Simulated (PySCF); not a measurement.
## Static response to an electric field

CH₇AlSi.
Structure used (PBE0-D3(BJ)/def2-SVP), in Å, numbered top down from 1:
```
atom  x, y, z in Å
Al1    1.7326    0.4528   -0.0231
C2     0.1033   -0.6064   -0.2311
Si3   -1.3616    0.0186    0.7635
H4     2.8079    0.0478    1.0772
H5     1.9672    1.7261   -0.9480
H6    -0.2012   -0.6085   -1.2932
H7     0.2917   -1.6511    0.0733
H8    -2.5896   -0.8114    0.5559
H9    -1.6894    1.4295    0.3821
H10   -1.0432    0.0120    2.2272
```

Level: PBE0/def2-SVPD (PySCF), static field, nuclei fixed, core orbitals frozen in the response. The polarisability tensor in these axes (au):

```
x   82.37  3.47 -3.31
y    3.47 64.95 -1.75
z   -3.31 -1.75 64.94
```

Problem. Give the principal values, the mean and the anisotropy Δα = √{½[(α1 − α2)² + (α2 − α3)² + (α1 − α3)²]}.

Solution. Principal values 63.20, 65.34 and 83.72 au; mean 70.76 au = 10.48 Å³ = 11.67 × 10⁻⁴⁰ C²·m²/J; Δα = 19.54 au (28 % of the mean).

Problem. What is the dipole moment, and where does it point?

Solution. (0.09, -0.78, -0.63) D, 1.01 D in size, pointing from the negative to the positive side. Measured along this direction, the outermost atoms are H9 and H10 at the negative end and H7 and H6 at the positive end.

Problem. Rayleigh depolarisation ratio (linearly polarised light, static tensor)?

Solution. ρ = 3Δα²/(45ᾱ² + 4Δα²) = 1145.1/(225284 + 1526.8) = 0.00505.

Problem. Form Σ f/ω² (atomic units) for the 10 lowest TDDFT singlets, given as eV and f, and set it beside the mean polarisability, which is this sum over all singlets: 5.20, 0.0114; 5.38, 0.0000; 6.68, 0.0093; 6.84, 0.0007; 7.03, 0.0606; 7.45, 0.0054; 7.53, 0.0956; 7.63, 0.0345; 8.01, 0.1690; 8.08, 0.1458.

Solution. They add up to 6.75 au, 9.5 % of the 70.76 au; the largest single term is 1.95 au, from the state at 8.01 eV. Terms in order: 0.31, 0.00, 0.15, 0.01, 0.91, 0.07, 1.25, 0.44, 1.95, 1.65 au. Higher excitations give the rest. The strengths listed sum to 0.532.

Problem. Refractivity n − 1 of an ideal gas of it at 350 K and 1 atm, from the electronic α?

Solution. N = p/kT = 2.0968 × 10¹⁹ cm⁻³, so n − 1 = 2π × N × 10.48 × 10⁻²⁴ cm³ = 1381 × 10⁻⁶ at long wavelengths.

Problem. Find the Langevin capture rate constant for NO+ (29.998 u) meeting this molecule (74.013 u), k = 2.342 × 10⁻⁹ cm³/s × √(α in Å³ / reduced mass in u).

Solution. The reduced mass is 21.35 u, so k = 1.64 × 10⁻⁹ cm³/s. The formula leaves out the permanent dipole, which adds to the capture rate.

Problem. Orientational against electronic polarisability at 350 K (dilute gas, rigid molecules)?

Solution. In Gaussian units μ²/3kT = 7.00 Å³ against 10.48 Å³, a ratio of 0.67; the Debye molar polarisation (4π/3)N_A(α + μ²/3kT) is 44.1 cm³/mol, leaving out the vibrational part.

Geometry: PBE0-D3(BJ)/def2-SVP, one conformer, isolated molecule.

The run behind these numbers computed excited states and ΔSCF ions as well. The run took 38 s of wall time (with the writing of density and orbital grids) on an Intel Xeon Platinum 8559C with one thread, no GPU, shared host with 192 logical CPUs at a one-minute load of 42, and the process peaked at 0.56 GiB of memory.
